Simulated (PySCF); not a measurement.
Species: C6H10.
Cartesian coordinates in Å at the GFN2-xTB level; atoms count from 1:
```xyz
16
C6H10 angstrom
C     -1.9161   -1.0388    0.2619
C     -1.5487    0.4425    0.2607
C     -0.1092    0.6462    0.0428
C      1.0998    0.2155   -0.1653
C      2.0970   -0.8420   -0.3654
C      0.9484    1.7104   -0.0828
H     -1.3783   -1.5599    1.0505
H     -2.9839   -1.1665    0.4253
H     -1.6532   -1.4920   -0.6911
H     -1.8318    0.9006    1.2148
H     -2.1041    0.9659   -0.5253
H      1.6282   -1.8241   -0.3320
H      2.8628   -0.7862    0.4094
H      2.5887   -0.7145   -1.3306
H      1.0049    2.3107   -0.9865
H      1.2879    2.2411    0.8022
```

The closed-shell SCF was solved with PySCF and density fitting under several settings on one GFN2-xTB geometry (grid level 2 and gas phase unless stated).

```tsv
settings	basis functions	SCF cycles	E (Eh)	HOMO (eV)	LUMO (eV)	dipole (D)
PBE0/pcSseg-1	152	13	-234.2589	-6.45	0.93	0.92
PBE0/def2-SVPD	200	13	-234.1348	-6.45	0.68	0.91
PBE0/6-311+G(2d,p), IEF-PCM chloroform	222	12	-234.3546	-6.44	0.46	1.14
```

Task: Estimate the row for these settings: revPBE/Sadlej pVTZ.

Result: 
| settings | basis functions | SCF cycles | E (Eh) | HOMO (eV) | LUMO (eV) | dipole (D) |
| --- | --- | --- | --- | --- | --- | --- |
| revPBE/Sadlej pVTZ | 234 | 15 | -234.5480 | -5.27 | -0.58 | 0.94 |

Task: Over all rows, what range does the HOMO–LUMO gap span?

Result: From 4.69 eV (revPBE/Sadlej pVTZ) to 7.38 eV (PBE0/pcSseg-1). The functional of the narrowest has no exact exchange, that of the widest 25 % exact exchange.

Task: And the dipole moment?

Result: From 0.91 D (PBE0/def2-SVPD) to 1.14 D (PBE0/6-311+G(2d,p), IEF-PCM chloroform); the largest is 1.25 times the smallest, and the median is 0.93 D.

Task: Compare two rows with the functional PBE0: PBE0/pcSseg-1 and PBE0/def2-SVPD. Which energy is lower, and by how much?

Result: PBE0/pcSseg-1 (152 functions) lies 0.1241 Eh or 78 kcal/mol below PBE0/def2-SVPD (200 functions). The smaller set gives the lower energy; the two sets aren't nested, so the variational bound doesn't order them by size.

Cycle counts include a coarse-grid stage where the run had one. All basis functions are spherical, in the Pople sets too. The structure is a single GFN2-xTB conformer; no vibrational corrections.
